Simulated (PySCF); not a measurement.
Stepwise substitution at one centre (B Cl-OH). All species are isolated molecules in the gas phase. One relaxed conformer stands for each flexible species; it need not be the lowest. Strings in code marks are SMILES.

The S1–T1 gap (TDA) from two functionals at the same geometries (PBE0-D3(BJ)/def2-TZVP), both in PySCF: PBE-D3(BJ)/def2-TZVP and ωB97X-D3(BJ)/def2-TZVP. Excitations are Tamm–Dancoff values on a coarser integration grid. The basis has no diffuse functions, so Rydberg states are missing or too high.

```tsv
species	PBE-D3(BJ)/def2-TZVP (eV)	ωB97X-D3(BJ)/def2-TZVP (eV)
0 of 3 Cl replaced by OH	0.19	0.17
1 of 3 Cl replaced by OH (`B(O)(Cl)Cl` (H–O–B–Cl torsion 180°))	0.18	0.17
3 of 3 Cl replaced by OH (`OB(O)O`)	0.14	0.32
```

Over these rows, drawn at random from the members with no instability flagged (it was tested for open shells, ions and some series alone), PBE minus ωB97X-D3(BJ): mean -0.05 eV, from -0.18 eV to +0.02 eV.
